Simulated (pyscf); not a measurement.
Single points on ωB97X-D3(BJ)/def2-SVP structures (PySCF, gas phase).

### Question
Estimate the classical barrier height and the reaction energy of Cl–Si:–Cl (SMILES Cl[Si]Cl) [singlet] + H₂ (SMILES [H][H]) → Cl–SiH₂–Cl (SMILES Cl[SiH2]Cl) at r²SCAN/def2-TZVP. The step runs on the singlet surface, breaks H–H and forms H–Si, H–Si; take the separated reactants as zero.

### Answer
ΔE‡ = 1.37 eV, ΔE = -1.76 eV. ωB97M-D3(BJ)/def2-TZVP gives 1.71 eV and -1.60 eV. Zero-point energy shifts the barrier by +0.09 eV. It is an insertion, with an imaginary mode of 1500i cm⁻¹. The same reactants have a lower exit, to HCl + :HSi–Cl [singlet] (barrier +1.40 eV at ωB97M-D3(BJ)/def2-TZVP, against +1.71 eV here). One saddle was located; it need not be the lowest between these sides.
